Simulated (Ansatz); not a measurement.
## GeH$_{2}$, singlet: reading a ladder of total energies

Geometry: that of the GeH2, triplet, kept fixed.

| atom | x (Å) | y (Å) | z (Å) |
| --- | --- | --- | --- |
| Ge | 0.0000 | -0.0208 | 0.0000 |
| H | 0.0000 | 0.7490 | -1.3344 |
| H | 0.0000 | 0.7490 | 1.3344 |

Basis cc-pVTZ; Ansatz 0.2.0. Correlated methods freeze the noble-gas cores and the filled d shells of p-block atoms, which leaves 6 electrons in 57 orbitals. R marks a restricted (for open shells ROHF) determinant. No spin–orbit coupling is included, and no scalar relativity.

Full CI is exact within this basis and frozen core; it isn't the basis-set limit.

Runs differ by some tens of microhartree through their thresholds, so steps under 0.03 kcal/mol mean nothing.

| level | total energy (hartree) |
| --- | --- |
| RHF | -2076.497475 |
| RMP2 | -2076.600205 |
| RCCSD | -2076.625637 |
| RCCSD(T) | -2076.628910 |
| RCCSDT | -2076.629604 |
| RCCSDT(Q) | -2076.629733 |
| RCCSDTQ | -2076.629759 |
| full CI | -2076.629759 |

Question: What is the correlation energy at full CI, and what share of it do RMP2 and RCCSD(T) recover?

Answer: E(corr) = -2076.629759 − (-2076.497475) = -0.132284 hartree = -3.600 eV. RMP2: -0.102730 / -0.132284 = 77.66 %. RCCSD(T): -0.131435 / -0.132284 = 99.36 %.

Question: By how many kcal/mol does RCCSD(T) miss full CI (1 hartree = 627.509 kcal/mol), and which steps make up the rest?

Answer: -2076.628910 − (-2076.629759) = 0.000849 hartree = 0.53 kcal/mol. Steps: RCCSDT − RCCSD(T) = -0.44, RCCSDT(Q) − RCCSDT = -0.08, RCCSDTQ − RCCSDT(Q) = -0.02, full CI − RCCSDTQ = 0.00 kcal/mol. That is within 1 kcal/mol of the reference in this basis, which itself misses far more of the correlation at the basis-set limit.
